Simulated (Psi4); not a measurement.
# doublet BH3S+: levels of theory compared

Aim: a comparison of 3 runs (UBHLYP/def2-TZVP, UM06-L/def2-TZVP, UPBE0/def2-TZVP) of doublet BH3S+. 

The calculation is run with Psi4 1.11.

### Step 1. The system as given

BH3S+ has 5 atoms, charge +1, and is taken as a doublet. As SMILES of the parent species, `BS`. Geometry: relaxed at PBE0-D4/def2-TZVP. That shape belongs to the parent species and isn't relaxed for this state.

Bond lengths: B1–S2 1.765 Å, B1–H3 1.192 Å, B1–H4 1.190 Å, S2–H5 1.344 Å. Angles: B1–S2–H5 99.2°, S2–B1–H3 115.8°, S2–B1–H4 121.4°, H3–B1–H4 122.7°.

### Step 2. The energy at UBHLYP/def2-TZVP (run 1)

input.inp

```
memory 1600 MB

molecule {
  1 2
  B     -0.392100    -0.421000     0.088100
  S      0.161700     1.236900    -0.154300
  H     -1.562900    -0.556400     0.264200
  H      0.367100    -1.337600     0.074200
  H      1.476100     1.004400    -0.313600
  units angstrom
  symmetry c1
}

set {
  basis                def2-TZVP
  reference            uks
  puream               true
  e_convergence        1e-09
  d_convergence        1e-08
  scf_type             pk
  dft_radial_points    99
  dft_spherical_points 590
  maxiter              200
}

E = energy("bhhlyp")
```

On the command line:

```
psi4 input.inp input.out -n 1
```

input.out:

```text
[...]
  Running in c1 symmetry.
[...]
  Nuclear repulsion =   43.070548964180006
[...]
  Multiplicity = 2
[...]
  Nalpha       = 12
  Nbeta        = 11
[...]
    Number of basis functions: 86
[...]
   @UKS iter   1:  -424.40749885442705   -3.57128e-02   3.54574e-03 DIIS/ADIIS
[...]
   @UKS iter  12:  -424.46393940955363   -3.24007e-12   5.38004e-09 DIIS
[...]
   @S^2 Observed:                7.557381120E-01
[...]
    Orbital Energies [Eh]
    ---------------------
    Alpha Occupied:
       1A    -90.417780     2A     -8.698206     3A     -7.365913
       4A     -6.565227     5A     -6.550803     6A     -6.547568
       7A     -1.197115     8A     -0.861549     9A     -0.775393
      10A     -0.707081    11A     -0.688736    12A     -0.645212
    Alpha Virtual:
      13A     -0.260761    14A     -0.202298    15A     -0.126843
      16A     -0.109586    17A     -0.057456    18A     -0.038944
      19A     -0.029093    20A     -0.025624    21A     -0.003831
      22A      0.030339    23A      0.033818    24A      0.064890
      25A      0.093775    26A      0.139445    27A      0.184127
[...]
  @UKS Final Energy:  -424.46393940955363
   => Energetics <=
    Nuclear Repulsion Energy =             43.0705489641800057
    One-Electron Energy =                -662.6284274519650808
    Two-Electron Energy =                 210.8058641572133638
    DFT Exchange-Correlation Energy =     -15.7119250789819560
    Empirical Dispersion Energy =           0.0000000000000000
    VV10 Nonlocal Energy =                  0.0000000000000000
    Total Energy =                       -424.4639394095536318
[...]
 Multipole Moments:
 ------------------------------------------------------------------------------------
     Multipole            Electronic (a.u.)      Nuclear  (a.u.)        Total (a.u.)
 ------------------------------------------------------------------------------------
 L = 1.  Multiply by 2.5417464519 to convert [e a0] to [Debye]
 Dipole X            :         -0.1433637            0.5944334            0.4510697
 Dipole Y            :          1.6772339           -1.7936679           -0.1164339
 Dipole Z            :         -0.1475627            0.0965434           -0.0510193
 Magnitude           :                                                    0.4686402
[...]
```

Run time: 11 s. Hardware: 1 thread of AMD EPYC 9R45 (Zen 5), shared host; peak memory 0.95 GiB.

### Step 3. Energy and gradient at UM06-L/def2-TZVP (run 2)

bh3s.xyz

```xyz
5
BH3S
B     -0.392100    -0.421000     0.088100
S      0.161700     1.236900    -0.154300
H     -1.562900    -0.556400     0.264200
H      0.367100    -1.337600     0.074200
H      1.476100     1.004400    -0.313600
```

run.py

```python
import psi4

psi4.set_memory(1600000000)
psi4.set_num_threads(1)
psi4.set_output_file('run.log', False)

with open('bh3s.xyz') as f:
    atoms = ''.join(f.readlines()[2:])
mol = psi4.geometry('1 2\n' + atoms + 'symmetry c1')

psi4.set_options({
    'basis': 'def2-TZVP',
    'reference': 'uks',
    'puream': True,
    'e_convergence': 1e-09,
    'd_convergence': 1e-08,
    'scf_type': 'pk',
    'dft_radial_points': 99,
    'dft_spherical_points': 590,
    'maxiter': 200,
})

E, wfn = psi4.gradient('M06-L', return_wfn=True)
psi4.oeprop(wfn, 'QUADRUPOLE', 'LOWDIN_CHARGES', 'MULLIKEN_CHARGES')
print('gradient / Eh bohr^-1')
print(E.np.round(6))
print(f'energy = {wfn.energy():.10f} Eh')
```

On the command line:

```
python run.py
```

run.log:

```text
[...]
  Running in c1 symmetry.
[...]
  Nuclear repulsion =   43.070548964180006
[...]
  Multiplicity = 2
[...]
  Nalpha       = 12
  Nbeta        = 11
[...]
    Number of basis functions: 86
[...]
   @UKS iter   1:  -424.35489594047692    9.56846e-02   5.03867e-03 ADIIS/DIIS
[...]
   @UKS iter  13:  -424.46596686482349   -3.01270e-12   5.33128e-09 DIIS
[...]
   @S^2 Observed:                7.564027312E-01
[...]
  @UKS Final Energy:  -424.46596686482349
   => Energetics <=
    Nuclear Repulsion Energy =             43.0705489641800057
    One-Electron Energy =                -662.6440436439627319
    Two-Electron Energy =                 225.7130168771377612
    DFT Exchange-Correlation Energy =     -30.6054890621785489
    Empirical Dispersion Energy =           0.0000000000000000
    VV10 Nonlocal Energy =                  0.0000000000000000
    Total Energy =                       -424.4659668648234856
[...]
  -Total Gradient:
     Atom            X                  Y                   Z
    ------   -----------------  -----------------  -----------------
       1        0.023904095308     0.065173737511    -0.009826599180
       2       -0.010210163491    -0.051700244387     0.006578392369
       3       -0.008455415051    -0.004002541869     0.001574542395
       4        0.003762189456    -0.008657146472     0.000342065168
       5       -0.008985504138    -0.000832575822     0.001331353012
[...]
 Multipole Moments:
 ------------------------------------------------------------------------------------
     Multipole            Electronic (a.u.)      Nuclear  (a.u.)        Total (a.u.)
 ------------------------------------------------------------------------------------
 L = 1.  Multiply by 2.5417464519 to convert [e a0] to [Debye]
 Dipole X            :         -0.1499115            0.5944334            0.4445219
 Dipole Y            :          1.7389681           -1.7936679           -0.0546997
 Dipole Z            :         -0.1528195            0.0965434           -0.0562761
 Magnitude           :                                                    0.4513965
 L = 2.  Multiply by 1.3450342976 to convert [e a0^2] to [Debye ang]
 Quadrupole XX       :        -31.8622720           21.1164139          -10.7458582
 Quadrupole XY       :        -17.6187880           18.7104367            1.0916487
[...]
```

The script printed:

```text
gradient / Eh bohr^-1
[[ 0.023904  0.065174 -0.009827]
 [-0.01021  -0.0517    0.006578]
 [-0.008455 -0.004003  0.001575]
 [ 0.003762 -0.008657  0.000342]
 [-0.008986 -0.000833  0.001331]]
energy = -424.4659668648 Eh
```

Run time: 32 s. Hardware: 1 thread of AMD EPYC 9R45 (Zen 5), shared host; peak memory 0.86 GiB.

### Step 4. Energy and forces at UPBE0/def2-TZVP (run 3)

bh3s.py

```python
import psi4

psi4.set_memory(1600000000)
psi4.set_num_threads(1)
psi4.set_output_file('bh3s.out', False)

molecule = psi4.geometry("""
1 2
B     -0.392100    -0.421000     0.088100
S      0.161700     1.236900    -0.154300
H     -1.562900    -0.556400     0.264200
H      0.367100    -1.337600     0.074200
H      1.476100     1.004400    -0.313600
symmetry c1
""")

options = {'basis': 'def2-TZVP', 'reference': 'uks', 'puream': True, 'e_convergence': 1e-09, 'd_convergence': 1e-08, 'scf_type': 'pk', 'dft_radial_points': 99, 'dft_spherical_points': 590, 'maxiter': 200}
psi4.set_options(options)

E, wfn = psi4.gradient('pbe0', return_wfn=True)
psi4.oeprop(wfn, 'MULLIKEN_CHARGES', 'QUADRUPOLE', 'DIPOLE')
print('gradient / Eh bohr^-1')
print(E.np.round(6))
print(f'energy = {wfn.energy():.10f} Eh')
```

On the command line:

```
python bh3s.py
```

bh3s.out:

```text
[...]
  Running in c1 symmetry.
[...]
  Nuclear repulsion =   43.070548964180006
[...]
  Multiplicity = 2
[...]
  Nalpha       = 12
  Nbeta        = 11
[...]
    Number of basis functions: 86
[...]
   @UKS iter   1:  -424.21245683835741    5.66291e-02   4.29943e-03 ADIIS/DIIS
[...]
   @UKS iter  12:  -424.29118669102286   -1.77351e-11   9.84809e-09 DIIS
[...]
   @S^2 Observed:                7.553995808E-01
[...]
  @UKS Final Energy:  -424.29118669102286
   => Energetics <=
    Nuclear Repulsion Energy =             43.0705489641800057
    One-Electron Energy =                -662.6347926891276074
    Two-Electron Energy =                 218.2424250873067137
    DFT Exchange-Correlation Energy =     -22.9693680533819986
    Empirical Dispersion Energy =           0.0000000000000000
    VV10 Nonlocal Energy =                  0.0000000000000000
    Total Energy =                       -424.2911866910228582
[...]
  -Total Gradient:
     Atom            X                  Y                   Z
    ------   -----------------  -----------------  -----------------
       1        0.024141266596     0.064783116562    -0.009820671584
       2       -0.011597880782    -0.054382948761     0.007039196281
       3       -0.003484462098    -0.003993260147     0.000883272620
       4       -0.000081823276    -0.005350908505     0.000545941438
       5       -0.008976706198    -0.001055827233     0.001352189443
[...]
 Multipole Moments:
 ------------------------------------------------------------------------------------
     Multipole            Electronic (a.u.)      Nuclear  (a.u.)        Total (a.u.)
 ------------------------------------------------------------------------------------
 L = 1.  Multiply by 2.5417464519 to convert [e a0] to [Debye]
 Dipole X            :         -0.1464795            0.5944334            0.4479538
 Dipole Y            :          1.6721887           -1.7936679           -0.1214792
 Dipole Z            :         -0.1466266            0.0965434           -0.0500832
 Magnitude           :                                                    0.4668278
 L = 2.  Multiply by 1.3450342976 to convert [e a0^2] to [Debye ang]
 Quadrupole XX       :        -31.7576227           21.1164139          -10.6412089
 Quadrupole XY       :        -17.5606312           18.7104367            1.1498055
[...]
```

On the terminal:

```text
gradient / Eh bohr^-1
[[ 2.4141e-02  6.4783e-02 -9.8210e-03]
 [-1.1598e-02 -5.4383e-02  7.0390e-03]
 [-3.4840e-03 -3.9930e-03  8.8300e-04]
 [-8.2000e-05 -5.3510e-03  5.4600e-04]
 [-8.9770e-03 -1.0560e-03  1.3520e-03]]
energy = -424.2911866910 Eh
```

Run time: 14 s. Hardware: 1 thread of AMD EPYC 9R45 (Zen 5), shared host; peak memory 0.95 GiB.

### Step 5. The series

```csv
run,level,task,energy (Eh),HOMO energy (eV),LUMO energy (eV),⟨S²⟩,wall time
1,UBHLYP/def2-TZVP,energy,-424.463939,-17.48,-12.15,0.756,11 s
2,UM06-L/def2-TZVP,gradient,-424.465967,-14.95,-14.34,0.756,32 s
3,UPBE0/def2-TZVP,gradient,-424.291187,-16.12,-13.39,0.755,14 s
```

### Step 6. Results

| quantity | value |
| --- | --- |
| run 3: total energy | -424.29119 Eh |
| run 3: HOMO energy (highest over α and β) | -16.12 eV |
| run 3: LUMO energy (lowest over α and β) | -13.39 eV |
| run 3: ⟨S²⟩ | 0.755 |
| run 3: largest force on an atom | 3.591 eV/Å |

What this shows: Totals of different functionals can't be ranked against each other. All runs together took 58 s, the longest 32 s.
